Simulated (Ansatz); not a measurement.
Compare A (`C=C1SC1C`) with its isomer B (`C=C1CCS1`).

Calculated with Ansatz (gas phase, PBE0-D4/def2-TZVP geometries, no zero-point term in ΔE). CCSD(T)/CBS is the MP2 limit (def2-TZVPP, def2-QZVPP) plus CCSD(T) − MP2 in def2-TZVPP, frozen cores. Functionals use def2-TZVPP. B3LYP here is the variant with VWN-RPA as its local correlation; programs differ in this.

Question: Which isomer does CCSD(T)/CBS put lower? Give the gap. (Best estimate.)

Answer: The calculation gave: B, by 5.4 kcal/mol.

Question: Give E(B) − E(A) in kcal/mol with CCSD(T)/def2-SVP, B3LYP, r2SCAN-D4, PBE-D4, HF/def2-TZVPP, B2PLYP, CCSD/def2-TZVPP. (Best estimate.)

Answer: Computed: CCSD(T)/def2-SVP -3.6, B3LYP -4.2, r2SCAN-D4 -3.4, PBE-D4 -4.0, HF/def2-TZVPP -7.2, B2PLYP -4.2, CCSD/def2-TZVPP -6.0. None reverses the order clearly.

Question: Does the order hold for the free energy at 298.15 K (harmonic terms from PBE0-D4)? (Estimate.)

Answer: The calculation gave: Yes: G(B) − G(A) = -4.9 kcal/mol. Modes under 60 cm⁻¹, often nearly free rotors, make the harmonic entropy too high.

Largest T1 diagnostic: 0.012.

Leaving LDA and LC-ωPBE aside and taking each functional with its dispersion term where it has one, the values, not all of them listed here, spread over 3.2 kcal/mol, from ωB97X-V to B97M-V. LDA lies −1.4 kcal/mol from PBE without D4. At CCSD(T), def2-SVP lies +1.9 kcal/mol from the extrapolated value and def2-TZVPP +0.1 kcal/mol.
